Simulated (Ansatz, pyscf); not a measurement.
BH [singlet] + F–SiH₃ -> B–F [singlet] + silane (SiH₄), a four-centre exchange on the singlet surface: B–H, F–Si broken, B–F, H–Si formed. Single points on ωB97X-D3(BJ)/def2-SVP structures (PySCF, gas phase). Wave-function energies: Ansatz (a first-principles code), frozen core, RHF or UHF references. In kcal/mol, from the separated reactants.

```tsv
level	barrier	reaction energy
ωB97M-D3(BJ)/def2-TZVP	11.26	-43.63
ωB97X-D3(BJ)/def2-TZVP	10.75	-42.34
CCSD(T)/cc-pV(D+d)Z	14.01	-42.46
CCSDT(Q)/cc-pV(D+d)Z	[?]	[?]
CCSD(T)/cc-pV(T+d)Z	15.07	-41.26
CCSD(T)/cc-pV(Q+d)Z	[?]	-39.77
```

Problem. Complete the blanks.

Solution. 
- CCSDT(Q)/cc-pV(D+d)Z, barrier: 13.66
- CCSDT(Q)/cc-pV(D+d)Z, reaction energy: -42.54
- CCSD(T)/cc-pV(Q+d)Z, barrier: 15.29

In cc-pV(D+d)Z, going from CCSD(T) to CCSDT(Q) shifts the barrier by -0.36 and the reaction energy by -0.08 kcal/mol. With HF in the quadruple-zeta basis and the correlation energy extrapolated as X⁻³ from X = 3, 4, CCSD(T) gives 15.08 and -39.34; adding the double-zeta shift gives ΔE‡ = 14.72 and ΔE = -39.42 kcal/mol, without core correlation, relativity or geometry relaxation at these levels. One saddle was located; it need not be the lowest between these sides. The CCSD(T) − MP2 part came from Ansatz, without density fitting, on the same reference.
